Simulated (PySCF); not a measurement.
Name the molecule from its bond curve

A diatomic of charge 0 contains C. Its quartet curve at PBE0 in a triple-zeta basis (spin-free X2C with a Gaussian nucleus, PySCF), in eV from the separated fragments:

(R (Å), E (eV)): (1.616, -2.259), (1.691, -2.475), (1.766, -2.597), (1.823, -2.641), (1.879, -2.654), (1.935, -2.641), (2.010, -2.594), (2.104, -2.499), (2.217, -2.351), (2.368, -2.126)

The fit gives ωe = 702 cm⁻¹ and the rotational constant Bₑ = 1.081 cm⁻¹.

Which atom is the partner?

The minimum lies at 1.877 Å, so the reduced mass is 16.8576 u Å² cm⁻¹/(Bₑ·Re²) = 4.426 u. With C at 12.00 u the partner weighs about 7.0 u: Li. The molecule is LiC.

The state is the lowest determinant that a PBE0 search found; another state may lie lower at other levels.
